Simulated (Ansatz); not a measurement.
Results of HSE06 (plane waves, PAW; Ansatz, a first-principles code) for zinc-blende MgS (metastable phase).

Input file:

Ansatz 0.2 input:
```yaml
crystal:
  lattice:
    - [0.0, -2.831488376, 2.831488376]
    - [2.831488376, -2.831488376, 0.0]
    - [2.831488376, 0.0, 2.831488376]
  atoms:
    - { symbol: Mg, position: [0.0, 0.0, 0.0] }
    - { symbol: S, position: [0.25, 0.25, 0.25] }
basis:
  ecutwfc: 460
  ecutrho_ratio: 4
  xc_grid: 2
kpoints:
  mp_grid: { grid: [8, 8, 8] }
hamiltonian:
  xc: hse06
  dispersion: none
  pseudopotentials: { kind: paw }
scf:
  occupations: { method: fermi_dirac, width: 0.01 }
  convergence: { dr2_threshold: 0.0000000002 }
output:
  forces: true
  stress: true
  eigenvalues: true
```

The run printed, among other lines:

```
WARN output.stress: scf.exx.energy_threshold = 1e-6 eV is looser than the 2e-8 eV advised for a stress under a hybrid functional (1e-8 eV for each atom of the …
Crystal: 2 atoms, lattice volume = 45.402 Å³
Basis set: ecut = 460 eV, 965 PW (Γ), exchange–correlation on 60×60×60 points (8 copies of the dense FFT grid, shifted against one another)
Bands: 12, of which v1, the nominal top of the filled ones, is band 8 counted from 1 (7 counted from 0)
Symmetry: 24 space group operations
Space group: F-43m (ITA 216), of the structure as read, at distance tolerance 3.6e-5 Å
k-points: 29 of 512 (time reversal used)
SCF iter   1: F=—  HF=-2828.715401 eV  |F-HF|=—  |Δ(HF+E_count)|=         —  Δρ=6.49e-4  dr2=2.64e-4
SCF iter   2: F=-2828.715207 eV  HF=-2828.715191 eV  |F-HF|=1.65e-5  |Δ(HF+E_count)|=   2.10e-4  Δρ=1.99e-4  dr2=1.30e-5
Crystal: 2 atoms, lattice volume = 45.402 Å³
Initial density: handed on by an earlier stage of this run
  ...
Crystal: 2 atoms, lattice volume = 45.402 Å³
SCF iter   3: F=—  HF=-2829.725874 eV  |F-HF|=—  |Δ(HF+E_count)|=   1.07e-7  Δρ=4.33e-6  dr2=6.09e-9
SCF iter   4: F=-2829.725874 eV  HF=-2829.725874 eV  |F-HF|=1.68e-11  |Δ(HF+E_count)|=   4.75e-9  Δρ=2.70e-7  dr2=1.03e-10
SCF 3 converged in 4 iterations: F = -2829.725874 eV  dr2 = 1.03e-10
Free energy (F): -2829.725874 eV
Internal energy: -2829.725874 eV  (E = F + TS)
E sigma→0 (E₀):  -2829.725874 eV
Fermi energy:    4.663748 eV
--- Forces (eV/Å), atoms counted from 1 ---
  atom   1  Mg     0.00000000    -0.00000000     0.00000000
  atom   2  S     -0.00000000     0.00000000    -0.00000000
--- Stress (GPa, compression-positive) ---
       -0.001280       0.000000       0.000000
        0.000000      -0.001280      -0.000000
        0.000000      -0.000000      -0.001280
  P = ⅓ Tr σ = -0.0013 GPa (-0.013 kbar)
```

The PAW data were made under PBE.
